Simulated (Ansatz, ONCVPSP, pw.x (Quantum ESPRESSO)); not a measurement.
## platinum: one change to the ONCV potential, in the atom and in the bcc crystal

ONCVPSP 4.0.1.1 (patched build) input, shortened (lines: element, Z, core and valence counts, functional; n l f; lmax; l rc ep ncon nbas qcut; lloc lpopt rc5 dvloc0; l nproj debl; icmod fcfact rcfact), LDA (Perdew-Wang 92), scalar-relativistic:

```
  Pt 78.00   10    4  -001012      upf
    1    0    2.00
    2    0    2.00
    2    1    6.00
    3    0    2.00
    3    1    6.00
    3    2   10.00
    4    0    2.00
    4    1    6.00
    4    2   10.00
    4    3   14.00
    5    0    2.00
    5    1    6.00
    5    2    9.00
    6    0    1.00
    2
    0    1.80    0.00    4    7    6.80
    1    1.75    0.00    4    8    9.70
    2    1.95    0.00    4    9    9.50
    4    4    1.15    2.00
    0    2    2.50
    1    1    4.00
    2    3    1.60
    3    4.50    1.35
```

Change: p: rc 1.22.

Cutoffs, loose and tight: the cutoffs (Ha) at which the residual kinetic energy of the hardest occupied pseudo-wave falls to 1 and 0.1 mHa per electron. They do not see the model core or the augmentation charge, which bear on the density cutoff. Test errors are all-electron minus pseudo excitation energies from the reference, over the configurations 5s2 5p6 5d9 6s0; 5s2 5p6 5d8 6s0; 5s2 5p6 5d7 6s0; 5s1 5p6 5d9 6s1; variants that change the core or the reference have their own tests.

Crystal test: bcc Pt in pw.x 7.5, no spin, 15³ k-points, Fermi–Dirac smearing 0.01 Ry, cutoffs set for each file from its atomic test. The reference is all-electron LAPW (Ansatz 0.2.0) with the same functional, mesh and smearing; V0 and B0 come from Birch–Murnaghan fits to the pressures at five volumes. Errors are pseudo minus all-electron; Δ is the rms difference of the E(V) curves that follow from these fits, minima aligned, over ±6 % about the mean V0. Mesh and smearing are coarse, so the numbers serve the comparison and aren't converged zero-temperature values; the lattice is a test structure that the element need not adopt.

All-electron: a0 = 3.102 Å (V0 = 14.93 Å³/atom), B0 = 293.0 GPa.

**Question.** Does the change bring the crystal closer to the all-electron result?

**Answer.** The mean pressure error goes from -6.78 to -3.42 GPa, so the change moves the solid closer to the all-electron pressures. At 80 % of its cutoff the pressure of the changed file moves by -5.94 GPa.

| quantity | base | changed |
| --- | --- | --- |
| outcome (atom) | generated | generated |
| cutoff, loose (atom) | 22 Ha | 39 Ha |
| cutoff, tight (atom) | 30 Ha | 45 Ha |
| bound ghosts (atom) | none | none |
| largest test error (meV) (atom) | -678 | -756 |
| cutoffs in pw.x (Ry) | 70/280 | 105/420 |
| a0 (Å) | 3.078 | 3.090 |
| a0 error (%) | -0.78 | -0.40 |
| B0 error (%) | +5.8 | +2.0 |
| Δ (meV/atom) | 22.9 | 11.5 |
| mean pressure error (GPa) | -6.78 | -3.42 |

Base: This is a poor potential for the solid.
